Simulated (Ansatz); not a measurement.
Reaction (ligand exchange at a B–C bond): `CBS` + H₂S → `SBS` + CH₄

Isolated molecules relaxed with PBE0-D4/def2-TZVP in Ansatz; ΔE leaves out vibrations. CCSD(T)/CBS is the MP2 limit (def2-TZVPP, def2-QZVPP) plus CCSD(T) − MP2 in def2-TZVPP, frozen cores. This one scheme is used for every species. DFT in def2-TZVPP. B3LYP here is the variant with VWN-RPA as its local correlation; programs differ in this. HSE06 is defined as in plane-wave codes. Each species was taken in one conformer, which may not be the lowest.

| level | ΔE (kJ/mol) | difference from CCSD(T)/CBS |
| --- | --- | --- |
| LDA (SPW92) | -77.1 | -2.6 |
| PBE-D4 | -80.4 | -5.9 |
| BLYP-D4 | -78.8 | -4.3 |
| r2SCAN-D4 | -80.0 | -5.5 |
| B97M-V | -78.2 | -3.7 |
| PBE0-D4 | -77.6 | -3.1 |
| B3LYP-D4 | -76.6 | -2.1 |
| r2SCANh-D4 | -79.1 | -4.6 |
| r2SCAN0-D4 | -77.8 | -3.3 |
| HSE06-D4 | -77.8 | -3.3 |
| BHLYP-D4 | -74.4 | 0.1 |
| CAM-B3LYP-D4 | -72.6 | 1.9 |
| ωB97X-V | -73.2 | 1.3 |
| B2PLYP | -76.4 | -1.9 |
| PBE-QIDH | -77.2 | -2.7 |
| PBE | -79.3 | -4.8 |
| revPBE | -79.4 | -4.9 |
| r2SCAN | -79.9 | -5.4 |
| PBE0 | -76.7 | -2.2 |
| B3LYP | -74.6 | -0.1 |
| r2SCAN0 | -77.6 | -3.1 |
| HSE06 | -76.9 | -2.4 |
| BHLYP | -71.9 | 2.6 |
| CAM-B3LYP | -71.5 | 3.0 |
| LC-ωPBE | -72.7 | 1.8 |
| RPA@PBE/def2-TZVPP | -72.3 | 2.2 |
| HF/def2-SVP | -70.1 | 4.4 |
| MP2/def2-SVP | -83.4 | -8.9 |
| CCSD/def2-SVP | -77.2 | -2.7 |
| CCSD(T)/def2-SVP | -79.6 | -5.1 |
| HF/def2-TZVPP | -67.6 | 6.9 |
| MP2/def2-TZVPP | -79.3 | -4.8 |
| SCS-MP2/def2-TZVPP | -76.3 | -1.8 |
| CCSD/def2-TZVPP | -71.3 | 3.2 |
| CCSD(T)/def2-TZVPP | -74.2 | 0.3 |
| HF/def2-QZVPP | -66.7 | 7.8 |
| MP2/def2-QZVPP | -79.2 | -4.7 |
| SCS-MP2/def2-QZVPP | -76.1 | -1.6 |
| HF/CBS(def2) | -66.5 | 8.0 |
| CCSD/CBS(def2) | -71.6 | 2.9 |
| CCSD(T)/CBS | -74.5 | 0 |

Largest T1 diagnostic among the species: 0.014.

Leaving LDA and LC-ωPBE aside and taking each functional with its dispersion term where it has one, the values, not all of them listed here, spread over 8.7 kJ/mol, from revPBE-D4 to CAM-B3LYP-D4. From BLYP to BHLYP (50 % exact exchange), in def2-TZVPP and without D4, ΔE moves by +4.4 kJ/mol. In def2-TZVPP, CCSD(T) changes the Hartree–Fock value by −6.6 kJ/mol (the triples alone add −2.9 kJ/mol) and MP2 by −11.7 kJ/mol.
